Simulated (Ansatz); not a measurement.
in.yaml

```yaml
crystal:
  periodic: [false, false, false]
  atoms:
    - {symbol: B, position_ang: [0.064580, -0.265867, 0.847504]}
    - {symbol: O, position_ang: [-0.100324, -0.139509, -0.436794]}
    - {symbol: Si, position_ang: [-0.023683, -0.115144, -2.105304]}
    - {symbol: H, position_ang: [0.059427, 0.520520, 1.694595]}
basis:
  gaussian: {orbitals: STO-3G}
magnetization: {spin_polarized: false, initial_magnetization: 2}
correlation: {active_space: {window: {electrons: 8, orbitals: 6}}}
scf: {lower_state_search: full}
```

```sh
$ ansatz run in.yaml --threads 1 --pin off --events-out ev --progress --plain --max-ram 2393MiB
```

Output:

```
242 factors; integrals over basis functions are off by at most 4.1e-5 eV
mean field evaluation 1: about -10456.0038 eV, gradient 1.5e1 eV
mean field evaluation 2: about -10456.0584 eV, gradient 1.5e1 eV
mean field evaluation 4: about -10457.7189 eV, gradient 2.3e0 eV
mean field evaluation 8: about -10457.7588 eV, gradient 1.6e-3 eV
mean field evaluation 16: about -10457.7568 eV, gradient 1.7e-1 eV
mean field evaluation 32: about -10457.7576 eV, gradient 1.5e-1 eV
mean field evaluation 64: about -10384.9753 eV, gradient 7.2e1 eV
mean field evaluation 96: about -10453.5774 eV, gradient 1.8e1 eV
mean field evaluation 128: about -10457.0652 eV, gradient 4.1e0 eV
mean field -10457.75832927 eV, -384.3155300774 hartree, gradient 2.2e-6 eV, S^2 2.000000; 12 other end points of the search recorded, 0 dependent functions left out
reference -10457.75832927 eV, -384.3155300774 hartree; 15, 13 occupied and 5, 7 virtual orbitals, 242 factors
state -10458.34360857 eV, -384.3370386950 hartree
1 active orbitals were swapped for others, from the solution at -10458.26346028 eV, -384.3340932997 hartree to that at -10458.34360857 eV, -384.3370386950 hartree; typed "places" are swapped only where nearly empty or full, and so, without "given_window_search", are "orbital_numbers", "shells" and a window whose orbitals a file names under [Active]
Total energy: -10458.34360857 eV, -384.3370386950 hartree
```

Natural occupations: 1.9979 1.9917 1.9667 1.0048 0.9981 0.0407.

Ran on 1 thread of Arm Neoverse N1, shared host: 2 s wall, 0.17 GiB peak host memory.
